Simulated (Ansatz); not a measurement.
Relaxed structures of CH4NS, doublet (PBE0-D4/def2-TZVP; forces vanish, vibrations not checked; lower isomers may exist, and structures with a doubtful reference or unclear bonds are left out; Å). Ansatz 0.2.0; basis: def2-TZVPP; cores frozen in the correlated methods; orbitals are unrestricted.

Q: Rank them by CCSD(T) energy, lowest first, and give each one's height above the lowest. Links in brackets join atoms within 1.22 times the sum of their covalent radii (1.1 for two metals). (An estimate is asked for; the value comes from the calculation.)
A.
CH₄NS ([NH][CH2][SH])
```
7
angstrom
N 0.7590 -0.5161 0.7856
C 0.1141 0.5509 0.1147
S -0.9945 -0.1221 -1.1795
H -1.7492 -0.8429 -0.3347
H 0.8006 1.2004 -0.4454
H -0.4687 1.1596 0.8058
H 1.3343 -0.9989 0.0888
```
B.
CH₄NS ([CH][SH2][NH])
```
7
angstrom
N -0.9729 -0.5585 -0.7561
C 1.4616 -0.2224 0.6478
S -0.0162 0.2854 0.0752
H -1.8353 -0.0883 -1.0215
H 0.3006 1.5084 -0.4708
H -0.5726 0.8526 1.1991
H 1.6316 -1.2588 0.3317
```
C.
CH₄NS ([NH2][CH2][S])
```
7
angstrom
N -0.9107 -0.6140 -0.6180
C -0.0174 0.3122 0.0300
S 1.6068 -0.3287 0.3465
H -1.7808 -0.1619 -0.8730
H 0.1942 1.2421 -0.5336
H -0.4513 0.6397 0.9815
H -0.4885 -0.9975 -1.4537
```

A: By the calculation: C (0.0 kJ/mol), A (58.3 kJ/mol), B (527.4 kJ/mol). Heights count from the lowest.

T1 diagnostic: at most 0.019. ⟨S²⟩ of the unrestricted Hartree–Fock references: 0.76 to 0.77 (a pure state has 0.75).

For scale, one of the runs: CCSD(T)/def2-TZVPP, 160 basis functions, launched by `ansatz run in.yaml --threads 2 --pin off --events-out ev --progress --plain --max-ram 4352MiB`. The run took 110 s on 2 CPU threads of an Arm Neoverse V2 (shared host), with 2.8 GiB of host memory at its peak.
